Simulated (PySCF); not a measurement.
**Assignment exercise: C2H2N2**

Geometry (Å), atoms numbered from 1 in this order:
```xyz
6

N     2.1396   -0.4497    0.0326
C     1.0539   -0.0498   -0.0289
C    -0.3143    0.4182   -0.1058
N    -1.3400   -0.3272   -0.0998
H    -0.4379    1.5098   -0.1741
H    -1.0773   -1.3165   -0.0319
```

One conformer, gas phase, no relativistic terms. GIAO B3LYP/pcSseg-2 shieldings; coordinates at the PBE0-D3(BJ)/def2-SVP level; J: B3LYP/pcJ-1; PySCF.

References, each an isolated molecule treated in the same way: $^{13}$C (179.19 ppm) and $^{1}$H (31.39 ppm) vs TMS.

(1) Assign these signals to the numbered atoms. $^{13}$C{$^{1}$H} NMR (computed): δ 154.2, 118.9.

(2) Assign these signals to the numbered atoms. $^{1}$H NMR (300 MHz, computed): δ 11.91 (br s, 1H), 7.60 (s, 1H).

## Answers

(1) 
```tsv
δ (ppm)	atoms	environment	reason
154.2	C3	carbon bonded to C, N, H	–
118.9	C2	carbon bonded to C, N	–
```

(2) 
```tsv
δ (ppm)	atoms	environment	reason
11.91	H6	hydrogen on a nitrogen bonded to C	–
7.60	H5	hydrogen on a carbon bonded to C, N	–
```

OH/NH shifts are gas-phase values; hydrogen bonding in solution moves them, usually downfield. Shifts are as computed. Against solution values, carbons near 30 ppm lie about +3 ppm off and those near 130 ppm about +8 ppm. Of 1211 compounds with measured shifts, 218 miss one by over three times the rms of a fit or turn the order of signals round; such compounds aren't used in these exercises. Couplings to exchangeable protons are dropped.
